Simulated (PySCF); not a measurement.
How methods differ on the ionisation energy of Al

Al [Ne] 3s2 3p1 (2P) → Al⁺ [Ne] 3s2 (1S), as a difference of total energies. All numbers are calculated (PySCF 2.14, scalar relativity by spin-free X2C-1e, in x2c-TZVPPall). Correlated levels: valence: [Ne] frozen. The calculations carry no spin-orbit coupling.

| method | ionisation energy (eV) | error (eV) |
| --- | --- | --- |
| UHF | 5.588 | -0.389 |
| MP2 (valence) | 5.807 | -0.170 |
| SCS-MP2 (valence) | 5.792 | -0.185 |
| CCSD (valence) | 5.900 | -0.077 |
| CCSD(T) (valence) | 5.931 | -0.046 |
| CCSDT (valence) | 5.944 | -0.033 |

Reference: 5.977 eV (measured; NIST levels, between the centres of gravity of the two terms).

Errors of the correlated levels include the incompleteness of this basis and the frozen core.
